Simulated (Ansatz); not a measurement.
System: CH$_{2}$F$_{2}$, net charge 0, singlet state. SMILES: FCF
Geometry from a B3LYP-D3(BJ)/def2-TZVP (Ansatz, an electronic-structure program) optimisation:
```
C
F 1 1.3618
F 1 1.3618 2 108.56
H 1 1.0913 2 108.69 3 -118.06
H 1 1.0913 4 113.42 3 -121.01
```
Charge 0, spin multiplicity 1.

Parts of the frozen-core correlation energy in STO-3G (Ansatz, hartree). Frozen orbitals: 3; correlated occupied orbitals by spin: 10 and 10; virtual: 4 and 4. Spin-orbit coupling is left out. Non-relativistic.

| term | value |
|---|---|
| reference (HF) | -234.62546 |
| MP2 opposite-spin | -0.07204 |
| MP2 same-spin | ? |
| CCSD correlation | ? |
| (T) | ? |
| FCI minus CCSD(T) | -0.00060 |
| T1 diagnostic | 0.008 |
| largest doubles amplitude | 0.063 |

Q: What belongs in the gaps?

A: 
- MP2 same-spin, value: -0.00910
- CCSD correlation, value: -0.10777
- (T), value: -0.00208
